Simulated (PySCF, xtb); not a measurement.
CN, SMILES [C]#N (connectivity only; charge and spin as stated), charge -1, multiplicity 1.

Harmonic wavenumbers (cm⁻¹) from xtb with GFN2-xTB at its own minimum, in rising order: 2043.

### Question
What does PySCF with PBE0-D3(BJ)/def2-TZVPD give at its own minimum? (Estimate from the structure and the level; the computed values follow.)

### Answer
2162. Paired by order, the mean absolute difference is 119 cm⁻¹ and the zero-point energies are 2.9 and 3.1 kcal/mol.
